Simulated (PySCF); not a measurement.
OSi, neutral, multiplicity 1.

```xyz
2

Si     0.0000     0.0000    -0.5503
O      0.0000     0.0000     0.9630
```

The structure is a stationary point at B3LYP-D3(BJ)/def2-TZVPD.

Computed with B3LYP/pcSseg-2 (PySCF). Non-relativistic, no solvent.

Computed absolute GIAO shielding of each atom: isotropic value and principal components (ppm):
```
atom  σ(iso)     σ11     σ22    σ33    span
----  ------  ------  ------  -----  ------
Si1    221.3  -106.9  -106.9  877.8   984.7
O2    -256.1  -590.8  -590.8  413.5  1004.3
```
